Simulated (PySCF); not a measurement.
**Which determinant of LiF⁺ lies lowest?**

Unrestricted PBE0; PySCF, no relativity, basis sets Li cc-pVDZ, F cc-pVDZ. Outer shells of the fragments: Li+ closed shells only; F 2s2 2p5.

Followed along the bond (rough minima from three points):

```csv
2Ms+1,unpaired,⟨S²⟩ at the start,R at minimum (Å),Te (eV)
2,π ↑,0.75,2.10,0.00
2,σ ↑,0.75,2.40,0.39
```

Solutions found at the starting distance of 2.000 Å, counted from the lowest of them; the search is not exhaustive and high or unbound solutions are not listed, so other states can lie among these:

| 2Ms+1 | unpaired | term | E (eV) | ⟨S²⟩ | ⟨Lz²⟩ | μ (D) |
| --- | --- | --- | --- | --- | --- | --- |
| 2 | π ↑ | ²Π | 0.00 | 0.75 | 1.00 | -6.52 |
| 2 | σ ↑ | ²Σ⁺ | 0.44 | 0.75 | 0.00 | -6.51 |

A term symbol is given only where ⟨S²⟩ and ⟨Lz²⟩ are close to those of a pure state; real π, δ and φ orbitals otherwise mix terms. A positive dipole points towards F; it is taken about the centre of mass and depends on that origin.

Compare the gap between the two lowest followed solutions at the starting distance with the gap between their minima.

At PBE0 the second solution (doublet, unpaired electrons σ ↑) lies +0.44 eV from the first (doublet, unpaired electrons π ↑) at 2.000 Å and +0.39 eV at the minima; the two curves relax by different amounts, since their minima lie near 2.40 and 2.10 Å.
